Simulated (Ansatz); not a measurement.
The end point of a relaxation of MgO. Space group Fm-3m (No. 225), rock salt type. Level of theory: PBE (plane waves to 420 eV, PAW, scalar-relativistic; Ansatz, a first-principles code).

```cif
data_Mg4O4
_chemical_formula_sum 'Mg4 O4'
_space_group_name_H-M_alt 'Fm-3m'
_space_group_IT_number 225
_space_group_name_Hall '-F 4 2 3'
_cell_length_a 4.25381
_cell_length_b 4.25381
_cell_length_c 4.25381
_cell_angle_alpha 90.000
_cell_angle_beta 90.000
_cell_angle_gamma 90.000
loop_
_atom_site_label
_atom_site_type_symbol
_atom_site_symmetry_multiplicity
_atom_site_Wyckoff_symbol
_atom_site_fract_x
_atom_site_fract_y
_atom_site_fract_z
_atom_site_occupancy
Mg1 Mg 4 b 0.50000 0.50000 0.50000 1
O1 O 4 a 0.00000 0.00000 0.00000 1
```
(The calculation used a cell of 2 atoms; values per cell refer to that cell.)

For MgO, the volume per atom comes out as 9.62 Å³ and the density is 3.48 g/cm³. The band gap comes out as 4.46 eV, direct at Γ (no spin-orbit coupling) and the shortest distances is Mg–O 2.13 Å; Mg–Mg 3.01 Å; O–O 3.01 Å. The k-mesh is 13×13×13.

No spin polarisation in the result.

Measured for MgO: a 4.189 Å (static lattice; corrected from measurement; as listed in Daniel Mejia-Rodriguez, S. B. Trickey, Phys. Rev. B (2018)); gap 8.36 eV (static lattice; corrected from measurement; as listed in Wei Chen et al., Physical Review Materials (2018)). Computed minus measured — a: PBE +1.5 %; gap: PBE -3.90 eV. The computed values are for a static lattice, and a measured gap can be an optical one, lowered by exciton binding.

The run could not lose the symmetry of its start; a randomly shaken copy of 4 atoms returns to this structure.
